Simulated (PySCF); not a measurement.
Match each property card to its molecule.

Structures:
1. `C#C[CH2+]` ([C3H3]+)
2. `NC` (CH5N)
3. `[Cl][Au-][Cl]` ([AuCl2]-)
4. `CCBN` (C2H8BN)
5. `[F][Zr]([F])([F])[Cl]` (ClF3Zr)
6. `[Cl][Sn]([Cl])([Cl])[Cl]` (SnCl4)

Card P (geometry PBE0-D3(BJ)/def2-SVP):
- Rotational constants A, B, C: 1.017, 1.013, 1.004 GHz
- Static isotropic polarisability (wB97X-D/def2-SVPD): 92.5 au
- Vertical ionisation energy (ΔSCF wB97X-D/def2-SVPD): 12.16 eV
- HOMO energy (wB97X-D/def2-SVPD): -11.75 eV
- Lowest singlet excitation (TDDFT wB97X-D/def2-SVPD): 5.12 eV (242 nm, f = 0.000 summed over 3 states within 0.01 eV)

Card Q (geometry PBE0-D3(BJ)/def2-SVP):
- Rotational constants A, B, C: 102.914, 23.029, 22.137 GHz
- Static isotropic polarisability (wB97X-D/def2-SVPD): 25.0 au
- Core binding energies (ΔSCF SCAN, pcX-2 on the ionised atom, pcseg-1 elsewhere, spin-free X2C): C1s 291.6, N1s 405.2 eV
- Lowest singlet excitation (TDDFT wB97X-D/def2-SVPD): 6.52 eV (190 nm, f = 0.010)
- Strongest line among the 10 lowest singlet transitions (TDDFT wB97X-D/def2-SVPD): S10 at 11.03 eV (112 nm, f = 0.111)
- Largest of the computed one-bond spin–spin couplings (means over like bonds) (B3LYP/pcJ-1): 13C–1H +137.0 (×3), 15N–1H -64.1 (×2), 15N–13C -4.4 Hz

Card R (geometry PBE0-D3(BJ)/def2-SVP):
- Rotational constants A, B, C: 279.327, 9.591, 9.272 GHz
- Static isotropic polarisability (CAM-B3LYP/def2-SVPD): 30.4 au
- HOMO energy (CAM-B3LYP/def2-SVPD): -16.80 eV
- Lowest singlet excitation (TDDFT CAM-B3LYP/def2-SVPD): 2.19 eV (566 nm, f = 0.000)
- Point group: C2v
- Vertical ionisation energy (ΔSCF CAM-B3LYP/def2-SVPD): 18.06 eV

Card S (geometry PBE0-D3(BJ)/def2-SVP):
- Rotational constants A, B, C: 22.858, 3.696, 3.586 GHz
- Static isotropic polarisability (wB97X-D/def2-SVPD): 50.1 au
- Lowest singlet excitation (TDDFT wB97X-D/def2-SVPD): 7.26 eV (171 nm, f = 0.002)
- Dipole moment (wB97X-D/def2-SVPD): 1.59 D
- Point group: C1

Card T (geometry PBE0-D3(BJ)/def2-SVP):
* Rotational constants A, B, C: 2.823, 1.713, 1.712 GHz
* Static isotropic polarisability (wB97X-D/def2-SVPD): 49.3 au
* Lowest singlet excitation (TDDFT wB97X-D/def2-SVPD): 6.74 eV (184 nm, f = 0.000)
* Strongest line among the 10 lowest singlet transitions (TDDFT wB97X-D/def2-SVPD): S4 at 7.43 eV (167 nm, f = 0.080)
* Point group: C3v
* Dipole moment (wB97X-D/def2-SVPD): 0.14 D
* Vertical ionisation energy (ΔSCF wB97X-D/def2-SVPD): 12.74 eV

Card U (geometry PBE0-D3(BJ)/def2-SVP):
- Rotational constant B (linear): 1.349 GHz
- Static isotropic polarisability (wB97X-D/def2-SVPD): 70.6 au
- HOMO energy (wB97X-D/def2-SVPD): -4.61 eV
- Lowest triplet excitation (Tamm–Dancoff) (TDA wB97X-D/def2-SVPD): 4.66 eV
- Lowest singlet excitation (TDDFT wB97X-D/def2-SVPD): 5.07 eV (245 nm, f = 0.000 summed over 2 states within 0.01 eV)

Each SMILES stands for a single optimised conformer of the isolated species (atoms past krypton carry core potentials, spin–orbit coupling is left out); the electronic structure was computed with PySCF and density fitting.

Problem. Which card belongs to which structure?

Solution. P = 6, Q = 2, R = 1, S = 4, T = 5, U = 3. What ties each card to its structure:
- 1 (card R), [C3H3]+, monoisotopic mass 39.0 u, 3 heavy atoms: point group C2v; a HOMO at -16.80 eV for the only species of charge +1; an asymmetric top with C = 9.272 GHz; polarisability 30.4 au for 20 electrons.
- 2 (card Q), CH5N, monoisotopic mass 31.0 u, 2 heavy atoms: core lines of C and N; an asymmetric top with C = 22.137 GHz, the highest such constant on the cards; polarisability 25.0 au for 18 electrons.
- 3 (card U), [AuCl2]-, monoisotopic mass 266.9 u, 3 heavy atoms: a HOMO at -4.61 eV for the only species of charge -1; a linear rotor with B = 1.349 GHz; polarisability 70.6 au for 114 electrons.
- 4 (card S), C2H8BN, monoisotopic mass 57.1 u, 4 heavy atoms: point group C1; an asymmetric top with C = 3.586 GHz; polarisability 50.1 au for 32 electrons; dipole 1.59 D.
- 5 (card T), ClF3Zr, monoisotopic mass 181.9 u, 5 heavy atoms: point group C3v; a prolate symmetric top (constants that symmetry makes equal differ by optimisation noise) with C = 1.712 GHz; polarisability 49.3 au for 84 electrons; dipole 0.14 D.
- 6 (card P), SnCl4, monoisotopic mass 259.8 u, 5 heavy atoms: a nearly spherical top with C = 1.004 GHz, the lowest such constant on the cards; polarisability 92.5 au for 118 electrons.
